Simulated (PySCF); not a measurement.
Orbital energies, ionisation energy and electron affinity

C₅H₅N.
Structure used (PBE0-D3(BJ)/def2-SVP), in Å, numbered top down from 1:
```xyz
11
C5H5N angstrom
C     -2.0734    0.0113    0.3196
C     -0.7537    0.2495    0.2861
C      0.1854   -0.6001   -0.4154
C      1.5209   -0.4014   -0.4793
C      2.1748    0.6952    0.1516
N      2.7153    1.5864    0.6625
H     -2.5098   -0.8532   -0.1903
H     -2.7578    0.6721    0.8564
H     -0.3419    1.1221    0.8055
H     -0.2230   -1.4734   -0.9343
H      2.1613   -1.0942   -1.0315
```

Level: CAM-B3LYP/def2-SVPD (PySCF). Frontier orbitals with their largest atomic shares (Löwdin; up to four atoms above 4 %):

| orbital | ε (eV) | main atoms |
| --- | --- | --- |
| HOMO−3 | -11.90 | N6 68 %, C5 15 %, C3 4 % |
| HOMO−2 | -11.06 | N6 46 %, C5 35 %, C4 7 % |
| HOMO−1 | -11.00 | C2 23 %, N6 20 %, C5 16 %, C1 16 % |
| HOMO | -8.66 | ? |
| LUMO | -1.14 | C3 20 %, C1 20 %, C4 20 %, C2 11 % |
| LUMO+1 | 1.18 | C3 17 %, C4 17 %, H10 16 %, H11 14 % |
| LUMO+2 | 1.55 | C2 27 %, C1 16 %, C3 15 %, N6 10 % |

Task: What vertical ionisation energy does ΔSCF give, and how far is −ε(HOMO) from it?

Result: ΔSCF: 9.45 eV (912 kJ/mol; threshold wavelength 131 nm); ⟨S²⟩ of the doublet left behind is 0.796, against 0.75 for a pure doublet. −ε(HOMO) is 8.66 eV, 0.79 eV below it. In exact Kohn–Sham theory the two would be equal; CAM-B3LYP (range-separated hybrid) falls short of its own ΔSCF value by 8 %.

Task: On which atoms does the HOMO lie?

Result: C1 (terminal =CH2 carbon) 21 %, C4 (alkene CH carbon) 21 %, C2 (alkene CH carbon) 16 %, C3 (alkene CH carbon) 15 %, so no atom holds as much as 40 %. The HOMO−1 lies 2.34 eV lower.

Task: And the vertical electron affinity, the fundamental gap, Mulliken's electronegativity and the hardness (with the factor ½)?

Result: EA = 0.41 eV by ΔSCF (−ε(LUMO) = 1.14 eV). IE − EA = 9.04 eV against an orbital gap of 7.52 eV; (IE + EA)/2 = 4.93 eV; (IE − EA)/2 = 4.52 eV.

Task: How many of the 10 lowest singlet excitations (vertical TDDFT, same level) lie below the ionisation energy?

Result: All 10; they run from 5.21 to 7.70 eV.

Task: What total energies stand behind the ΔSCF value?

Result: E(N) = -247.92364 Eh and E(N − 1) = -247.57631 Eh at the same geometry, 0.34733 Eh apart. With one more electron, E(N + 1) = -247.93857 Eh.

Geometry: PBE0-D3(BJ)/def2-SVP, one conformer, isolated molecule.
